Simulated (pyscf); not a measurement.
H₂N–NH₂ + silyl (SiH₃•) → H₂N–NH–SiH₃ + H atom (H•) (substitution at N; doublet surface; H–N broken, N–Si formed). Single points on ωB97X-D3(BJ)/def2-SVP structures (PySCF, gas phase). Energies in kcal/mol from the separated reactants.

| level | barrier | reaction energy |
|---|---|---|
| ωB97X-D3(BJ)/def2-TZVP | 23.3 | +5.0 |
| PBE/def2-TZVP | 14.4 | +10.0 |
| r²SCAN/def2-TZVP | 16.7 | +10.1 |
| PBE0-D3(BJ)/def2-TZVP | (withheld) | (withheld) |
| M06-2X/def2-TZVP | (withheld) | +7.1 |
| ωB97M-D3(BJ)/def2-TZVP | 22.0 | +6.7 |

Task: Complete the blanks.

Result: 
- PBE0-D3(BJ)/def2-TZVP, barrier: 18.6
- PBE0-D3(BJ)/def2-TZVP, reaction energy: +8.3
- M06-2X/def2-TZVP, barrier: 21.9

The functionals in the table span 8.8 kcal/mol in this barrier, from PBE to ωB97X-D3(BJ)/def2-TZVP. On the reactant side the descent ends in a complex, 5.5 kcal/mol under the separated species and 28.8 kcal/mol under the saddle at ωB97X-D3(BJ)/def2-TZVP. The same reactants have a lower exit, to H₂N–SiH₃ + NH₂• (barrier +6.3 kcal/mol at ωB97M-D3(BJ)/def2-TZVP, against +22.0 kcal/mol here). H₂N–NH–SiH₃ lies 57.4 kcal/mol over its isomer H₂N–SiH₂–NH₂ (electronic energy, ωB97M-D3(BJ)/def2-TZVP). This is the saddle that the search found; another between the same sides may lie lower. The angle at the attacked N is 126°.
